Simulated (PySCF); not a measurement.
# CH5N (methylamine): the cost of one run

Computed with PySCF 2.14.0, with density-fitted response routines of our own, on a single molecule in the gas phase. Atoms are numbered from 0 throughout.

## Step 1: The molecule as given

7 atoms, charge 0, multiplicity 1; geometry from: GFN2-xTB. The atoms were then displaced at random by about 0.01 Å, so the start is not that level's minimum.

Bonds of the start (Å): C0–N1 1.43, C0–H2 1.09, C0–H3 1.09, C0–H4 1.12, N1–H5 1.01, N1–H6 1.02.

## Step 2: Relaxing the molecule at PBE0-D3(BJ)/def2-SVP

The job: settings as JSON, then the geometry in Å.

```
{"job": {"xc": "PBE0", "basis": "def2-SVP", "d3": "d3bj", "grid": 1, "shake": 0.01, "kind": "geom"}, "charge": 0, "multiplicity": 1}
C     -0.551360     0.014310     0.002670
N      0.847110     0.102290     0.273180
H     -1.083680    -0.471630     0.818150
H     -0.797220    -0.482390    -0.936470
H     -0.963740     1.049170    -0.070840
H      1.238340    -0.822740     0.342460
H      1.344500     0.581890    -0.479070
```

Run with:

```bash
$ OMP_NUM_THREADS=1 python probes_run.py task.json out
```

The driver reads the jobs from task.json and runs them one after another.

Q: Estimate the wall time and peak memory of this first job on 1 thread of Intel Xeon Platinum 8488C, shared host.

About 2 s, with a peak of 0.27 GiB.
